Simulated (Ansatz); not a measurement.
Z-matrix (Å, degrees):
```
C
C 1 1.327
F 1 1.337 2 122.2
H 1 1.083 2 125.4 3 180.0
C 2 1.443 1 124.4 3 0.0
H 2 1.083 1 116.7 3 -180.0
C 5 1.327 2 124.4 1 180.0
H 5 1.083 2 118.9 1 -0.0
F 7 1.337 5 122.2 2 0.0
H 7 1.083 5 125.4 2 -180.0
```

Total charge 0; spin multiplicity 1.

Q: List the r2SCAN/def2-TZVPP orbital energies in eV (Ansatz). (Estimate.)

A: The calculation gave: Occupied: -666.87, -666.87, -275.40, -275.40, -273.47, -273.46, -32.55, -32.54, -21.46, -19.55, -16.50, -15.04, -13.91, -13.74, -12.13, -12.05, -11.85, -11.71, -9.90, -9.57, -9.20, -8.17, -5.80. Lowest empty: -1.59, 1.26, 1.84, 1.86, 2.29, 2.74, 3.46, 4.28.
